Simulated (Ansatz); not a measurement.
CH₄Mg, SMILES `[CH3][MgH]`. Charge 0, multiplicity 1. Correlated methods include outer-core shells of Mg, which these sets cover unevenly.

```xyz
6

C     0.765    0.116   -0.037
Mg   -1.292   -0.196    0.063
H     1.069    1.016    0.509
H     1.110    0.237   -1.069
H     1.327   -0.721    0.391
H    -2.980   -0.452    0.145
```

Problem. Give the diagnostics of a CCSD(T)/def2-TZVPP run (frozen core, Ansatz 0.2.0). (Best estimate.)

Solution. Ansatz gave: T1 = 0.0077, largest single amplitude 0.013, largest double 0.028, (T) share of the correlation energy 2.3 %, 9 CCSD cycles. The RHF solution is stable towards an unrestricted one. T1 lies under the customary mark of 0.02 for closed shells.
